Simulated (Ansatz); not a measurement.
Results of LC-ωPBE in Ansatz (plane waves, PAW) for zinc-blende MgS (metastable phase).

Numerical settings: plane-wave cutoff 460 eV, 8×8×8 k mesh, Fermi–Dirac smearing 0.01 eV, scalar-relativistic PAW data made under PBE.

Computed at the level's own relaxed cell.

```
CELL_PARAMETERS angstrom
      0.00000    -2.81462     2.81462
      2.81462    -2.81462     0.00000
      2.81462     0.00000     2.81462
ATOMIC_POSITIONS crystal
  Mg 0.00000 0.00000 0.00000
  S  0.25000 0.25000 0.25000
```

### Question
List the 5 lowest band energies at Γ above −25 eV (eV, relative to the valence band maximum), grouping those that round alike.

### Answer
At Γ: -13.79, 0.00 (×3), 9.62.

Note: the run warned that its exchange threshold was loose for the stress.

Ansatz is a program for electronic structure.
